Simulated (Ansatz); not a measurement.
Rutile TiO2, treated with r²SCAN in Ansatz (plane waves, PAW).

A relaxed, unreconstructed slab of the (100) face has 18 atoms, two equal faces of 13.577 Å² each and an energy of -21876.1729 eV. A bulk cell of 6 atoms with the same orientation and in-plane k mesh has -7292.5780 eV. Energies are extrapolated to zero smearing.

Settings: plane-wave cutoff 500 eV, 6×10×1 k mesh (along the axes of the cell as run), gaussian smearing 0.02 eV, scalar-relativistic PAW data made under PBE.

Worked out: γ = (E_slab − N E_bulk per atom)/2A = [-21876.1729 − 18 × (-7292.5780/6)]/(2 × 13.577) = 0.0575 eV/Å². With 16.022 J/m² per eV/Å² this is 0.92 J/m², or 0.78 eV per surface cell and face.

Ansatz is a program for electronic structure.
